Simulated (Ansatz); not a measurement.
## ClNa: a polarisability from point charges, step by step

Computed with the Ansatz DFT code, driven from Python.

At the Python prompt:
```pycon
>>> from dataclasses import dataclass
>>> import warnings
>>> import ansatz as az
>>> import numpy as np
>>> @dataclass(frozen=True)
... class RunConfig:
...     basis_set: str = 'def2-SVPD'
...     level: str = 'mp2'
...
>>> settings = RunConfig()
>>> GEOMETRY = '''
... Na    0.00000    0.00000    0.00000
... Cl    0.00000    0.00000    2.54500
... '''
>>> warnings.simplefilter('ignore', az.DeckWarning)
>>> molecule = az.Crystal.molecule()
>>> for line in GEOMETRY.strip().splitlines():
...     symbol, *xyz = line.split()
...     molecule = molecule.atom(symbol, [float(v) for v in xyz])
...
>>> calc = molecule.calculation().basis(gaussian=settings.basis_set).correlation(settings.level).forces()
>>> # charges +q and -q at -R and +R make a nearly even field 2 k q / R^2 at the centre
>>> centre = np.mean([site.position_ang for site in molecule.cartesian_sites], axis=0)
>>> field = 2 * 14.399645 * 2.0 / 25.0 ** 2
>>> def dipole(axis, sign):
...     arm = 25.0 * np.eye(3)[axis]
...     pair = [{'charge': sign * 2.0, 'position_ang': (centre - arm).tolist()}, {'charge': -sign * 2.0, 'position_ang': (centre + arm).tolist()}]
...     deck = calc.input().set(az.key.basis.gaussian.point_charges, pair)
...     return np.array(az.Session.from_dict(deck).plan().execute().report['charge_distribution']['dipole_moment_e_ang'])
...
>>> print(f'field {field:.4f} V/A')
field 0.0922 V/A
>>> alpha = np.array([(dipole(axis, 1) - dipole(axis, -1)) / (2 * field) * 14.399645 for axis in range(3)])
>>> print('polarisability tensor (A^3)')
polarisability tensor (A^3)
>>> print(np.array2string(alpha, precision=3, suppress_small=True))
[[ 4.163 -0.    -0.   ]
 [-0.     4.163  0.   ]
 [ 0.     0.     5.031]]
>>> print(f'mean {np.trace(alpha) / 3:.3f} A^3 = {np.trace(alpha) / 3 / 0.14818471:.2f} bohr^3')
mean 4.453 A^3 = 30.05 bohr^3
```

The geometry is a force-field or estimated start, not a minimum of this method, and the basis set is short of its limit. The field of two point charges is only nearly even. The whole script took 2.5 s on 1 thread of Arm Neoverse V1 (shared host), peak memory 0.16 GiB.
